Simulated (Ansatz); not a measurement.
C4H6F2 (`C/C(F)=C/CF`). Charge 0, multiplicity 1. The geometry is a stationary point of PBE0-D4/def2-TZVP. It is one conformer, not always the lowest.

```xyz
12

C    -0.656   -1.848    0.107
C    -0.036   -0.529    0.356
F     0.596   -0.487    1.545
C    -0.049    0.544   -0.423
C     0.604    1.833   -0.094
F     1.566    2.140   -1.051
H    -1.154   -1.861   -0.862
H     0.106   -2.631    0.126
H    -1.386   -2.079    0.887
H    -0.570    0.468   -1.370
H     1.096    1.795    0.879
H    -0.118    2.656   -0.099
```

Q: What is the dipole moment at PBE/def2-TZVPP? (Estimate.)

A: Computed: 2.40 D, with components (-1.98, -1.34, 0.18) D in this frame, pointing from negative to positive charge.

Q: And with r2SCAN, B3LYP, ωB97M-V? (An estimate is asked.)

A: Ansatz gave: r2SCAN 2.49 D, B3LYP 2.51 D, ωB97M-V 2.50 D.

Q: Give the Mulliken charges with PBE, B3LYP, ωB97M-V in def2-TZVPP. (An estimate is asked.)

A: Ansatz gave: 
```
atom    PBE  B3LYP  ωB97M-V
  C1  -0.23  -0.22    -0.27
  C2   0.19   0.23     0.21
  F3  -0.17  -0.22    -0.21
  C4  -0.19  -0.20    -0.18
  C5   0.08   0.11     0.07
  F6  -0.21  -0.25    -0.24
  H7   0.09   0.09     0.10
  H8   0.10   0.10     0.12
  H9   0.10   0.10     0.12
 H10   0.09   0.10     0.10
 H11   0.08   0.08     0.09
 H12   0.07   0.07     0.09
```

B3LYP here is the variant with VWN-RPA as its local correlation; programs differ in this.
